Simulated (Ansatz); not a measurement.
This script drives the Ansatz DFT code, driven from Python.

Script `adiabatic.py`:
```python
'''How CH3Cl relaxes after losing an electron.'''

import itertools

import ansatz
from ase.data import atomic_numbers, covalent_radii
import numpy as np

BASIS = 'cc-pVDZ'
FUNCTIONAL = 'r2scan'
NET_CHARGE = 1

geometry_ang = [
    ('C', (-0.0832, -0.0282, 0.0672)),
    ('Cl', (1.4392, -0.2771, -0.6927)),
    ('H', (-0.3176, -0.7056, 0.8449)),
    ('H', (-0.8379, -0.0863, -0.7039)),
    ('H', (-0.1506, 1.0236, 0.443)),
]
geometry = ansatz.Crystal.molecule()
for symbol, xyz in geometry_ang:
    geometry = geometry.atom(symbol, xyz)

calculation = (
    geometry.calculation()
    .basis(gaussian=BASIS)
    .functional(FUNCTIONAL)
)
symbols = [site.symbol for site in geometry.cartesian_sites]
start = np.array([site.position_ang for site in geometry.cartesian_sites], dtype=float)
r = calculation.relax(force_tolerance=0.01).run(threads=1).report
end = np.array(r['positions_ang'])

minimum = ansatz.Crystal.molecule()
for symbol, place in zip(symbols, end):
    minimum = minimum.atom(symbol, place.tolist())
ion = (
    minimum.calculation()
    .basis(gaussian=BASIS)
    .functional(FUNCTIONAL)
    .charge(NET_CHARGE)
    .spin('collinear', total=1)
)
vertical = ion.run(threads=1).report
settled = ion.relax(force_tolerance=0.01, max_steps=80).run(threads=1).report
print(f'vertical ionisation energy   {vertical["free_energy_ev"] - r["free_energy_ev"]:.3f} eV')
print(f'adiabatic, no zero point     {settled["free_energy_ev"] - r["free_energy_ev"]:.3f} eV')
print(f'relaxation energy of the ion {vertical["free_energy_ev"] - settled["free_energy_ev"]:.3f} eV')
ionised = np.array(settled['positions_ang'])
# pairs closer than 1.2 times the sum of covalent radii, before or after
radius = [covalent_radii[atomic_numbers[s]] for s in symbols]
span = lambda where, i, j: np.linalg.norm(where[i] - where[j])
bonded = [(i, j) for i, j in itertools.combinations(range(len(symbols)), 2) if min(span(end, i, j), span(ionised, i, j)) < 1.2 * (radius[i] + radius[j])]
print('pair        before    after (A)')
for i, j in bonded:
    print(f'{symbols[i]}{i}-{symbols[j]}{j}'.ljust(10), f'{span(end, i, j):8.4f} {span(ionised, i, j):8.4f}')
```

It is started by `python adiabatic.py`. Estimate its wall time and peak memory on 1 thread of Arm Neoverse V1 (shared host).

It took about 89 s, with a peak of 0.22 GiB, for 3 runs of the engine.

Output of `python adiabatic.py`:
```text
vertical ionisation energy   11.221 eV
adiabatic, no zero point     11.122 eV
relaxation energy of the ion 0.099 eV
pair        before    after (A)
C0-Cl1       1.7946   1.7344
C0-H2        1.0969   1.1340
C0-H3        1.0970   1.1027
C0-H4        1.0969   1.1026
```

The energies are electronic: no zero-point or thermal terms, and the basis set is short of its limit. The product may relax into another structure. The relaxation finds the nearest minimum, so the adiabatic value is an upper bound.

(Lines on the test bed's own set-up are left out of the output.)
